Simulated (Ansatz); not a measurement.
# CH5Al (AlH2Me) at 6 levels

We compute a comparison of 6 runs (UHF/STO-3G, B2PLYP/STO-3G, HSE06/STO-3G, r2SCAN0/STO-3G, UMP2/STO-3G, UCCSD(T)/STO-3G) of CH5Al (AlH2Me). 

Program for the calculation: Ansatz 0.2.0.

56 further runs of the same task are left out: 2 that didn't finish, 54 set aside as unsound or not needed.

## 1. Starting point

CH5Al has 7 atoms, charge 0, and is taken as a singlet. SMILES: `[H][Al]([H])[CH3]`. The H3–Al1 distance was set to 3.103 Å, away from the relaxed value. At this shape a bond of the SMILES string is far longer than usual.

Bond lengths: Al1–C4 1.985 Å, Al1–H2 1.551 Å, C4–H5 1.097 Å, C4–H6 1.098 Å, C4–H7 1.098 Å. Angles: Al1–C4–H5 113.2°, Al1–C4–H6 112.2°, Al1–C4–H7 112.2°, H2–Al1–C4 123.8°, H5–C4–H6 106.1°, H5–C4–H7 105.9°, H6–C4–H7 106.7°.

## 2. A single-point energy at UHF/STO-3G (run 1)

File molecule.yaml:

```yaml
crystal:
  periodic: [false, false, false]
  atoms:
    - symbol: Al
      position_ang: [1.221566, -0.463661, 0.027140]
    - symbol: H
      position_ang: [2.768936, -0.358911, 0.069450]
    - symbol: H
      position_ang: [-0.157080, 2.315610, -0.032820]
    - symbol: C
      position_ang: [0.232526, -2.184181, 0.027230]
    - symbol: H
      position_ang: [0.110716, -2.613481, -0.975120]
    - symbol: H
      position_ang: [-0.779914, -2.079931, 0.438810]
    - symbol: H
      position_ang: [0.739216, -2.953281, 0.625180]
basis:
  gaussian:
    orbitals: STO-3G
magnetization:
  spin_polarized: true
hamiltonian:
  xc: hf
accuracy: high
```

Run with:

```
ansatz run molecule.yaml --threads 1 --pin off --max-ram 2610MiB --events-out events.jsonl --progress --plain --runs-dir runs
```

Log:

```text
Warning: RAYON_NUM_THREADS=1 ignored (pool sized by the plan → 1); use --threads N
Functional definition: HF
  name "HF"
  exchange = exact_x
  correlation = 0
331 factors; integrals over basis functions are off by at most 4.2e-9 eV
mean field evaluation 1: about -7589.1566 eV, gradient 1.1e1 eV
mean field evaluation 2: about -7589.1888 eV, gradient 1.1e1 eV
mean field evaluation 4: about -7592.6924 eV, gradient 1.8e0 eV
mean field evaluation 8: about -7592.7436 eV, gradient 1.6e-2 eV
mean field evaluation 16: about -7595.9841 eV, gradient 5.3e-1 eV
mean field evaluation 32: about -7595.9789 eV, gradient 3.7e-7 eV
mean field -7595.97891196 eV, -279.1470762750 hartree, gradient 8.2e-8 eV, S^2 0.965975; 3 other end points of the search recorded, 0 dependent functions left out
reference -7595.97891196 eV, -279.1470762750 hartree; 12, 12 occupied and 7, 7 virtual orbitals, 331 factors
Total energy: -7595.97891196 eV, -279.1470762750 hartree
```

Wall time 0.14 s (1 thread of Arm Neoverse V2, shared host).

## 3. The energy at B2PLYP/STO-3G (run 2)

File input.yaml:

```yaml
crystal:
  periodic: [false, false, false]
  atoms:
    - {symbol: Al, position_ang: [1.221566, -0.463661, 0.027140]}
    - {symbol: H, position_ang: [2.768936, -0.358911, 0.069450]}
    - {symbol: H, position_ang: [-0.157080, 2.315610, -0.032820]}
    - {symbol: C, position_ang: [0.232526, -2.184181, 0.027230]}
    - {symbol: H, position_ang: [0.110716, -2.613481, -0.975120]}
    - {symbol: H, position_ang: [-0.779914, -2.079931, 0.438810]}
    - {symbol: H, position_ang: [0.739216, -2.953281, 0.625180]}
basis:
  gaussian:
    orbitals: STO-3G
hamiltonian:
  xc: {name: B2PLYP}
correlation:
  frozen_orbitals: {Al: 5, C: 1, H: 0}
accuracy: high
```

Run with:

```
ansatz run input.yaml --threads 1 --pin off --max-ram 2610MiB --events-out events.jsonl --progress --plain --runs-dir runs
```

Log, cut to the lines that bear on the results:

```text
Warning: RAYON_NUM_THREADS=1 ignored (pool sized by the plan → 1); use --threads N
Functional definition: B2PLYP
  name "B2PLYP"
[...]
331 factors; integrals over basis functions are off by at most 4.2e-9 eV
[...]
mean field -7609.21577973 eV, -279.6335221933 hartree, gradient 2.0e-8 eV, S^2 0.000000; 0 other end points of the search recorded, 0 dependent functions left out; unrestricted orbitals would lower it
6 core orbitals not correlated: weight in the atoms' cores, before any rotation towards them, 0.999 or more for the frozen orbitals, at most 0.000 for the correlated occupied ones
reference -7609.21580089 eV, -279.6335229709 hartree; 6, 6 occupied and 7, 7 virtual orbitals, 331 factors
second order -5.75111727 eV of doubles, -0.00000000 eV of singles
Total energy: -7610.76860255 eV, -279.6905873795 hartree
```

Wall time 1.5 s (1 thread of Arm Neoverse V2, shared host); peak memory 0.1 GiB.

Runs 3 to 4 aren't shown in full; the table further down has their settings and results.

## 4. The energy at UMP2/STO-3G (run 5)

File job.yaml:

```yaml
crystal:
  periodic: [false, false, false]
  atoms:
    - {symbol: Al, position_ang: [1.221566, -0.463661, 0.027140]}
    - {symbol: H, position_ang: [2.768936, -0.358911, 0.069450]}
    - {symbol: H, position_ang: [-0.157080, 2.315610, -0.032820]}
    - {symbol: C, position_ang: [0.232526, -2.184181, 0.027230]}
    - {symbol: H, position_ang: [0.110716, -2.613481, -0.975120]}
    - {symbol: H, position_ang: [-0.779914, -2.079931, 0.438810]}
    - {symbol: H, position_ang: [0.739216, -2.953281, 0.625180]}
basis:
  gaussian: {orbitals: STO-3G}
magnetization: {spin_polarized: true, initial_magnetization: 0}
correlation: {method: mp2, frozen_orbitals: {Al: 5, C: 1, H: 0}}
accuracy: high
```

Run with:

```
ansatz run job.yaml --threads 1 --pin off --max-ram 2610MiB --events-out events.jsonl --progress --plain --runs-dir runs
```

Log:

```text
Warning: RAYON_NUM_THREADS=1 ignored (pool sized by the plan → 1); use --threads N
[... 4 set-up lines as earlier in the session ...]
331 factors; integrals over basis functions are off by at most 4.2e-9 eV
mean field evaluation 1: about -7589.1566 eV, gradient 1.1e1 eV
mean field evaluation 2: about -7589.1888 eV, gradient 1.1e1 eV
mean field evaluation 4: about -7592.6924 eV, gradient 1.8e0 eV
mean field evaluation 8: about -7592.7436 eV, gradient 1.6e-2 eV
mean field evaluation 16: about -7595.9841 eV, gradient 5.3e-1 eV
mean field evaluation 32: about -7595.9789 eV, gradient 3.7e-7 eV
mean field -7595.97891196 eV, -279.1470762750 hartree, gradient 8.2e-8 eV, S^2 0.965975; 6 other end points of the search recorded, 0 dependent functions left out
6 core orbitals not correlated: weight in the atoms' cores, before any rotation towards them, 0.999 or more for the frozen orbitals, at most 0.000 for the correlated occupied ones
reference -7595.97891196 eV, -279.1470762750 hartree; 6, 6 occupied and 7, 7 virtual orbitals, 331 factors
second order -2.00459014 eV of doubles, -0.00000000 eV of singles
Total energy: -7597.98350210 eV, -279.2207436040 hartree
```

Wall time 0.16 s (1 thread of Arm Neoverse V2, shared host).

## 5. The energy at UCCSD(T)/STO-3G (run 6)

input.yaml: that of step 3 with these lines changed.

```diff
@@ -13,6 +13,11 @@
     orbitals: STO-3G
-hamiltonian:
-  xc: {name: B2PLYP}
+total_charge: 0
+magnetization:
+  spin_polarized: true
+  initial_magnetization: 0
 correlation:
+  method: ccsd_t
   frozen_orbitals: {Al: 5, C: 1, H: 0}
 accuracy: high
+scf:
+  omitted_lower_state_checks: [cluster_reference, increment]
```

Run with:

```
ansatz run input.yaml --threads 1 --pin off --max-ram 2610MiB --events-out events.jsonl --progress --plain --runs-dir runs
```

Log:

```text
Warning: RAYON_NUM_THREADS=1 ignored (pool sized by the plan → 1); use --threads N
[... 13 lines left out ...]
6 core orbitals not correlated: weight in the atoms' cores, before any rotation towards them, 0.999 or more for the frozen orbitals, at most 0.000 for the correlated occupied ones
[... 37 lines left out ...]
Total energy: -7598.86190611 eV, -279.2530243559 hartree
Checks for a lower state left out: cluster_reference, increment
```

Wall time 0.28 s (1 thread of Arm Neoverse V2, shared host).

## 6. All runs side by side

```csv
run,level,frozen core orbitals,energy (Eh),wall time
1,UHF/STO-3G,–,-279.147076,0.14 s
2,B2PLYP/STO-3G,6,-279.690587,1.5 s
3,HSE06/STO-3G,–,-279.728300,1.4 s
4,r2SCAN0/STO-3G,–,-279.841341,2.8 s
5,UMP2/STO-3G,6,-279.220744,0.16 s
6,UCCSD(T)/STO-3G,6,-279.253024,0.28 s
```

## 7. What came out

| quantity | value |
| --- | --- |
| run 6: total energy | -279.25302 Eh |
| run 6: correlation energy (6 core orbitals frozen) | -105.9 mEh |
| run 6: (T) correction | -1.57 mEh |
| run 6: ⟨S²⟩ of the reference determinant | 0.966 |
| run 6: T1 diagnostic | 0.023 |

In words: Below the UHF energy at the same shape and in the same basis (STO-3G): UMP2 -73.7 mEh; UCCSD(T) -105.9 mEh. Totals of different functionals can't be ranked against each other. In run 2 the log says that unrestricted orbitals would lower the reference, so the values rest on an unstable closed-shell determinant (other closed-shell runs at this shape may share the fault). In runs 1, 2, 3, 4, 5, 6 the basis is minimal, so the values are rough. Spin contamination of the reference: run 1 ⟨S²⟩ = 0.97, run 5 ⟨S²⟩ = 0.97, run 6 ⟨S²⟩ = 0.97. Where it is this large, the reference is a mixture of spin states, and values that rest on it are in doubt. All runs together took 6.2 s, the longest 2.8 s.
